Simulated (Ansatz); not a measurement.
**[GeH3···H···F], doublet along the distance Ge1-H5**

Starting geometry:

```yaml
atoms:
  - { symbol: Ge, position_ang: [-0.5521, 0.0000, 0.0000] }
  - { symbol: H, position_ang: [-1.0635, 1.4466, 0.0000] }
  - { symbol: H, position_ang: [-1.0635, -0.7233, 1.2528] }
  - { symbol: H, position_ang: [-1.0635, -0.7233, -1.2528] }
  - { symbol: H, position_ang: [0.9823, 0.0000, 0.0000] }
  - { symbol: F, position_ang: [2.2279, 0.0000, 0.0000] }
```

From there H5 is moved from one fragment to the other while all else, the fragments' distance too, stays fixed; atoms are numbered as listed. Energies are in kcal/mol, counted from the starting geometry at the same level. Kohn–Sham curves are unrestricted where that lies lower.

Basis cc-pVDZ; Ansatz 0.2.0. Only valence electrons are correlated (noble-gas cores and the filled d shells of p-block atoms frozen). R marks a restricted (for open shells ROHF) determinant, U an unrestricted one. No spin–orbit coupling is included, and no scalar relativity.

In so small a basis the reference is far from its limit while semilocal and hybrid functionals are nearer theirs (RPA and double hybrids share much of the reference's basis error), so the functionals' errors here hold much of the reference's basis and frozen-core error, which can add to them or hide them.

Full CI isn't at hand for all of this; UCCSDT(Q) serves as the reference, and is uncertain by about the last step of the cluster series.

| distance Ge1-H5 (Å) | UCCSDT(Q) | PBE | r2SCAN | PBE0 | B3LYP | r2SCANh | wB97M-V | B2PLYP | RPA-PBE |
| --- | --- | --- | --- | --- | --- | --- | --- | --- | --- |
| 1.534 | 0.0 | 0.0 | 0.0 | 0.0 | 0.0 | 0.0 | 0.0 | 0.0 | 0.0 |
| 1.584 | -4.4 | -4.0 | -3.9 | -4.0 | -3.8 | -3.9 | -4.1 | -4.2 | -3.7 |
| 1.682 | -13.4 | -11.0 | -11.2 | -11.5 | -10.9 | -11.5 | -12.3 | -12.4 | -11.0 |
| 1.781 | -21.5 | -15.8 | -16.9 | -17.8 | -16.6 | -17.6 | -19.4 | -19.3 | -17.5 |
| 1.880 | -23.8 | -14.5 | -16.8 | -18.4 | -16.8 | -18.1 | -20.5 | -20.5 | -18.7 |
